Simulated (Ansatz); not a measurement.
## Cubic perovskite SrTiO3 (cubic form, which distorts at low temperature)

These are HSE06 (plane waves, PAW; Ansatz, an electronic-structure program) values and carry that method's errors.

Numerical settings: plane-wave cutoff 500 eV, 6×6×6 k mesh, gaussian smearing 0.02 eV, no spin polarisation, scalar-relativistic PAW data made under PBE.

Cell: relaxed at this level.

For cubic perovskite SrTiO3 (cubic form, which distorts at low temperature), the equilibrium volume per atom is 11.81 Å³/atom and the equilibrium lattice constant a is 3.895 Å. The band gap is 3.36 eV (on the SCF k mesh).

Measured, for comparison: band gap 3.59 eV (zero-point renormalisation of 336 meV (experimental, the table's column) added back here, indirect; inputs from Miglio et al. (2020), arXiv:2011.12765); equilibrium volume per atom 11.77 Å³/atom, lattice constant a 3.89 Å (0 K, cubic phase extrapolated to 0 K; as tabulated in Bilc et al. (2008), arXiv:0805.0753). Computed (rounded) less measured: equilibrium volume per atom +0.3 %, lattice constant a +0.1 %.

Note: the relaxation could not lower the start's symmetry, so the cell can be a saddle point above a distorted one.

Spin–orbit coupling is not included.

Computed values are for the static lattice.
